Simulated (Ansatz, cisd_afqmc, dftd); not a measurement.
Barrier from HO (SMILES [OH], doublet) + CH3 (SMILES [CH3], doublet) to the saddle point below; all geometries are those of the HTBH38 set.
```xyz
6

C      0.0003    -1.1423     0.0000
H     -1.0560    -1.3847     0.0000
H      0.5202    -1.4074     0.9124
H      0.5202    -1.4074    -0.9124
H      0.0116     0.1601     0.0000
O      0.0003     1.3616     0.0000
```
Charge 0, spin multiplicity 3.

Quantity: barrier height (electronic, no zero-point energy), in kcal/mol. Open shells are spin-unrestricted; no spin-orbit coupling. Correlated methods leave the cores frozen. Rows without X2C or -DK are non-relativistic. AFQMC is phaseless with a CISD trial state; ± is one standard error, without the phaseless bias. Outlying blocks are dropped, and bars are widened where a walk drifts. Over all cases where full CI ran beside it in this data, AFQMC minus full CI had a median of +0.1 mEh and passed +0.4 mEh in a tenth of the cases. CBS(X,Y): correlation extrapolated as X^-3, Hartree-Fock from the larger set. A bracket is a step between two methods taken in the basis named. The functionals are non-relativistic, so their misses hold any scalar relativity. Double hybrids freeze cores in their MP2 part. 'core' is core correlation in cc-pwCVTZ, 'X2C' scalar relativity in cc-pVTZ-DK, both at CCSD(T). The UHF reference of CH4O (saddle point or complex, triplet) is spin-contaminated (<S^2> up to 0.06 over the pure value in the sets run).

Published benchmark value: 8.1 kcal/mol (Zhao et al., J. Phys. Chem. A 109, 2012 (2005), HTBH38), a best estimate, not a measurement.

```json
[
 {"level": "HF/aug-cc-pVQZ", "program": "Ansatz", "barrier height (kcal/mol)": "19.0", "difference against that value": "10.9"},
 {"level": "PBE-D3(BJ)/def2-TZVPD", "program": "Ansatz + dftd3", "barrier height (kcal/mol)": "-1.3", "difference against that value": "-9.4"},
 {"level": "r2SCAN-D4/def2-TZVPD", "program": "Ansatz + dftd4", "barrier height (kcal/mol)": "3.2", "difference against that value": "-4.9"},
 {"level": "B3LYP/def2-TZVPD", "program": "Ansatz", "barrier height (kcal/mol)": "4.1", "difference against that value": "-4.0"},
 {"level": "PBE0/def2-TZVPD", "program": "Ansatz", "barrier height (kcal/mol)": "3.8", "difference against that value": "-4.3"},
 {"level": "CAM-B3LYP/def2-TZVPD", "program": "Ansatz", "barrier height (kcal/mol)": "5.1", "difference against that value": "-3.0"},
 {"level": "B2PLYP-D3(BJ)/def2-TZVPD", "program": "Ansatz + dftd3", "barrier height (kcal/mol)": "6.1", "difference against that value": "-2.0"},
 {"level": "MP2/aug-cc-pVTZ", "program": "Ansatz", "barrier height (kcal/mol)": "11.4", "difference against that value": "3.3"},
 {"level": "CCSD/CBS(aug-cc-pVTZ,aug-cc-pVQZ)", "program": "Ansatz", "barrier height (kcal/mol)": "10.8", "difference against that value": "2.7"},
 {"level": "CCSD(T)/aug-cc-pVDZ", "program": "Ansatz", "barrier height (kcal/mol)": "7.5", "difference against that value": "-0.6"},
 {"level": "CCSD(T)/CBS(aug-cc-pVTZ,aug-cc-pVQZ) + core + X2C", "program": "Ansatz", "barrier height (kcal/mol)": "8.9", "difference against that value": "0.8"},
 {"level": "CCSDT(Q)/aug-cc-pVDZ", "program": "Ansatz", "barrier height (kcal/mol)": "7.2", "difference against that value": "-0.9"},
 {"level": "AFQMC/CISD/aug-cc-pVTZ", "program": "cisd_afqmc", "barrier height (kcal/mol)": "8.3 ± 0.2", "difference against that value": "0.2"},
 {"level": "CCSD(T)/CBS(aug-cc-pVTZ,aug-cc-pVQZ) + [CCSDT(Q) - CCSD(T)]/aug-cc-pVDZ + core + X2C", "program": "Ansatz", "barrier height (kcal/mol)": "8.6", "difference against that value": "0.5"}
]
```

Ansatz is a program for electronic structure.
